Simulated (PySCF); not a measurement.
Molecule: (CH3)3CCH2F (SMILES C(C(C)(C)C)F).

Numbering as in the mapped SMILES `[CH3:1][C:2]([CH3:3])([CH3:4])[CH2:5][F:6]`. Each H is labelled by its parent atom.

Geometry PBE0-D3(BJ)/def2-SVP throughout; GIAO in PySCF 2.14, gas phase, one conformer, non-relativistic; equivalent atoms averaged; functional PBE0.

Q: How do the shifts δ (against TMS, CFCl3 at the same level) depend on the basis set? (ppm; last column core-seconds on shared hosts with different chips, so compare them loosely)

A: 
```
    basis set  functions    C5    C2  C1/C3/C4      F6  H(C5)  H(C1)/H(C3)/H(C4)  core-s
       STO-3G         41  64.3  31.7      25.4  -145.4   1.84               0.76     3.6
        6-31G         76  88.7  31.7      27.0  -246.5   4.18               1.14       7
     pcSseg-0         76  97.0  31.3      29.4  -263.0   4.25               1.14     5.4
       6-31G*        106  87.7  30.2      25.6  -226.9   4.09               0.97     9.8
     def2-SVP        139  89.0  30.0      26.3  -214.9   3.83               0.84      13
      cc-pVDZ        139  89.4  34.7      26.9  -223.8   3.90               0.86      12
     pcSseg-1        157  93.3  32.2      26.7  -244.2   4.00               0.91      17
6-311+G(2d,p)        228  91.5  34.0      25.4  -244.6   3.92               0.86      29
  aug-cc-pVDZ        237  88.6  35.5      25.0  -228.6   4.03               0.95      29
    def2-TZVP        252  93.8  34.0      26.3  -240.0   3.91               0.88      35
     IGLO-III        320  95.3  34.9      26.8  -244.6   3.94               0.89      45
```

Q: Which nucleus moves most, in ppm?

A: F6 (fluorine on an sp3 carbon): from -263.0 ppm with pcSseg-0 to -145.4 ppm with STO-3G. The smallest spread is 0.38 ppm, at H(C1)/H(C3)/H(C4). Proton shifts span only some 12 ppm, so a few tenths of a ppm matter as much there as several ppm in carbon.

Q: Taking the largest basis, IGLO-III (320 functions), as the yardstick, rank the others by their worst heavy-atom deviation.

A: pcSseg-1 2.7 ppm (157 functions), 6-311+G(2d,p) 3.8 ppm (228 functions), def2-TZVP 4.6 ppm (252 functions), 6-31G 6.6 ppm (76 functions), aug-cc-pVDZ 16.0 ppm (237 functions), 6-31G* 17.8 ppm (106 functions), pcSseg-0 18.3 ppm (76 functions), cc-pVDZ 20.9 ppm (139 functions), def2-SVP 29.7 ppm (139 functions), STO-3G 99.2 ppm (41 functions).

A small basis that lands close on one nucleus may do so by chance; judge by the trend and by all nuclei.
